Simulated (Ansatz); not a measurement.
# H2Si–GeH3⁺, triplet in cc-pVDZ: errors against UCCSDT(Q)

Geometry: that of the H2Si–GeH3, doublet, kept fixed. The singlet lies 2.3 eV lower here.

```xyz
7

Si   -0.0815    0.0000    1.6989
Ge    0.0162    0.0000   -0.6709
H     0.5131   -1.2169    2.3175
H     0.5131    1.2169    2.3175
H    -0.6949    1.2490   -1.2159
H     1.4662    0.0000   -1.1928
H    -0.6949   -1.2490   -1.2159
```

Basis cc-pVDZ; Ansatz 0.2.0. Correlated methods freeze the noble-gas cores and the filled d shells of p-block atoms, which leaves 12 electrons in 51 orbitals. R marks a restricted (for open shells ROHF) determinant, U an unrestricted one. Active spaces: frontier = (10e, 10o) about the gap. No spin–orbit coupling is included, and no scalar relativity.

Full CI isn't at hand for all of this; UCCSDT(Q) serves as the reference, and is uncertain by about the last step of the cluster series. The frozen core follows each run's orbitals, which can shift R against U totals by a few meV for light atoms and by up to 0.1 eV past Ca.

```
UHF ⟨S²⟩                          : 2.009
T1 diagnostic (RCCSD)             : 0.0226
largest doubles amplitude (RCCSD) : 0.033
T1 diagnostic (UCCSD)             : 0.0188
```

```csv
level,E − E(UCCSDT(Q)) (meV),wall time
UHF,6033,–
UMP2,1483,–
UCCSD,189,–
UCCSD(T),45,15 s
UCCSDT,4,–
```

Run but not shown, since their state, orbitals or frozen core can't be matched to the reference's or they repeat it: RHF, RMP2, CISD, RCCSD, RCCSD(T), BCCD(T), RCCSDT, RCCSDT(Q), CASSCF (frontier space), NEVPT2 (frontier space).

Times hold each run's SCF and search for its determinant on a shared host, so for small cases they say little of a method's own cost; they ran on 1 thread of AMD EPYC 7B13. Some runs computed forces too.
